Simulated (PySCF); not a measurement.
Compound: C₄H₁₀N (charge +1).
Numbering: `[CH3:1][NH+:2]1[CH2:3][CH2:4][CH2:5]1` (hydrogens: H6, H7, H8 on C1; H9 on N2; H10, H11 on C3; H12, H13 on C4; H14, H15 on C5)

Level of theory: PBE0-D3(BJ)/def2-SVP geometry optimisation, gas phase in PySCF.

Question: Give the optimised bond lengths and angles.

Answer: 
| bond | length (pm) | order |
| --- | --- | --- |
| C1–N2 | 147.4 | single |
| N2–C3, N2–C5 | 151.7 | single |
| C3–C4, C4–C5 | 153.2 | single |
| C1–H6, C1–H7, C1–H8 | 109.8 | single |
| N2–H9 | 102.6 | single |
| C3–H10, C5–H14 | 109.8 | single |
| C3–H11, C5–H15 | 109.8 | single |
| C4–H12 | 109.6 | single |
| C4–H13 | 109.8 | single |

Bonds in one row agree within 1 pm and their mean is given. Orders are formal, as drawn. A selection of angles:
| angle | degrees |
| --- | --- |
| N2–C1–H6 | 109.2 |
| H6–C1–H7 | 109.8 |
| C1–N2–C3 | 119.7 |
| C1–N2–H9 | 108.8 |
| C3–N2–C5 | 88.7 |
| C3–N2–H9 | 109.1 |
| N2–C3–C4 | 90.0 |
| N2–C3–H10 | 112.9 |
| N2–C3–H11 | 108.4 |
| C4–C3–H10 | 119.6 |
| C4–C3–H11 | 114.3 |
| H10–C3–H11 | 109.8 |
| C3–C4–C5 | 87.6 |
| C3–C4–H12 | 116.4 |
| C3–C4–H13 | 113.2 |
| H12–C4–H13 | 108.9 |

Dihedral angles: C1–N2–C3–C4 -139° (anticlinal); N2–C3–C4–C5 14° (synperiplanar); C3–C4–C5–N2 -14° (synperiplanar); C1–N2–C5–C4 139° (anticlinal).

Of the pairs four or more bonds apart, H7···H11 is among the closest relative to their van der Waals radii: 2.46 Å, 103 % of the sum of Bondi's values. The 4-membered ring N2–C3–C4–C5 has internal angles of 87.6° to 90.0° (sum 356°, against 360° for a flat polygon); it is puckered, 0.10 Å rms from its mean plane, widest ring torsion 15°. N2 (ammonium nitrogen) has angles from 88.7° to 119.7°. The 3 C–N bonds span 1.474 Å (C1–N2, drawn single) to 1.517 Å (N2–C3, drawn single), a spread of 0.043 Å.

Point group: Cs (tolerance 0.08 Å). Whether it is a minimum is left open (no frequencies).

On one thread, Arm Neoverse V1 (shared host), this took 45 s wall. That covers the optimisation of the geometry.

One conformer stands for the species.
